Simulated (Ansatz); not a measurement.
bcc Mo was calculated with r²SCAN (Ansatz, a first-principles code, PAW).

Settings: plane-wave cutoff 500 eV, 18×18×1 k mesh (along the axes of the cell as run), Fermi–Dirac smearing 0.1 eV, scalar-relativistic PAW data made under PBE.

Give the computed surface energy of the (111) face and work function of the (111) face.


surface energy of the (111) face: 3.22 J/m²
work function of the (111) face: 3.99 eV

The slab of 18 atoms is relaxed and unreconstructed.
